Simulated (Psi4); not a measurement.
Reaction (SMILES): S (H2S) → [SH-] + H+
B3LYP-D3(BJ)/def2-TZVP geometries, fixed; electronic energies without zero-point terms.

Basis-set convergence of the deprotonation energy at PBE with Psi4. Cartesian d functions, on some or all atoms, in 6-31G*, 6-31+G*, 6-31G**; all else is spherical. Density fitting with the program's default auxiliary sets. No added dispersion term, no relativity. Functions are those of the species that has most. Reference: the value in aug-cc-pV(5+d)Z, 354.30 kcal/mol, itself unsure by roughly 0.24 kcal/mol (its mean distance from aug-cc-pV(Q+d)Z, def2-QZVPPD). Deviations are taken from unrounded values.

```
basis              functions  deprotonation energy (kcal/mol)  minus reference (kcal/mol)
-----------------  ---------  -------------------------------  --------------------------
STO-3G                    11                           509.31                      155.01
3-21G                     17                           356.93                        2.64
6-31G                     17                           353.23                       -1.07
def2-SV(P)                22                           374.02                       19.72
6-31G*                    23                           362.77                        8.48
6-31+G*                   27                           350.43                       -3.86
def2-SVP                  28                           377.48                       23.18
6-31G**                   29                           364.46                       10.16
6-311G**                  38                           353.78                       -0.51
6-311+G**                 42                           352.76                       -1.54
def2-TZVP                 49                           362.56                        8.26
6-311++G(2d,2p)           55                           353.84                       -0.46
def2-TZVPP                70                           362.88                        8.58
6-311++G(3df,3pd)         83                           354.54                        0.24
def2-QZVPP               130                           357.71                        3.41
```

The smallest set listed that lies within 2 kcal/mol of the reference with all its larger relatives (same family, alike in diffuse functions; a set with none counts only in the reference's own line) is 6-311+G** (42 functions, -1.54 kcal/mol off). Inside the window by cancellation, since a larger relative falls out: 6-31G. Inside, with no larger relative to test it: 6-311G**.
